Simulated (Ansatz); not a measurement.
# AlCl2H: a dynamics run in two tries

Aim: a short trajectory for this system.

All numbers below are computed with Ansatz 0.2.0 (RKS PBE0-D4/def2-SVP).

## 1. Starting point

Bond lengths: Al1–H2 1.567 Å, Al1–Cl3 2.092 Å, Al1–Cl4 2.092 Å. Angles: H2–Al1–Cl3 121.0°, H2–Al1–Cl4 121.0°, Cl3–Al1–Cl4 117.9°.

Structure file:

```xyz
4

Al    0.0000    0.0000   -0.0198
H     0.0000    0.0000    1.5469
Cl    1.7922    0.0000   -1.0986
Cl   -1.7922    0.0000   -1.0986
```

## 2. The run

The input, input.yaml:

```yaml
crystal:
  periodic: [false, false, false]
  atoms:
    - { symbol: Al, position_ang: [0.0, 0.0, -0.019795] }
    - { symbol: H, position_ang: [0.0, 0.0, 1.546935] }
    - { symbol: Cl, position_ang: [1.792166, 0.0, -1.09857] }
    - { symbol: Cl, position_ang: [-1.792166, 0.0, -1.09857] }
basis:
  gaussian: { orbitals: def2-SVP }
hamiltonian:
  xc: pbe0
  dispersion: d4
md:
  timestep: 0.5
  n_steps: 25
  ensemble: nve
  temperature: 100.0
  initial_velocities: maxwell_boltzmann
  seed: 604433
  friction: 0.01
```

Command:

```console
> ansatz run input.yaml --threads 1 --pin off --max-ram 2048MiB --backend cpu --events-out ev --progress --plain --runs-dir out
```

What does the calculation give? Wanted: first try.

**Answer**, as computed:

| quantity | value |
| --- | --- |
| first try | refused |
| cause | friction belongs to the Langevin ensembles, and this run is at constant energy |

In words: The fault in the first input was caught at the input check and cost nothing.
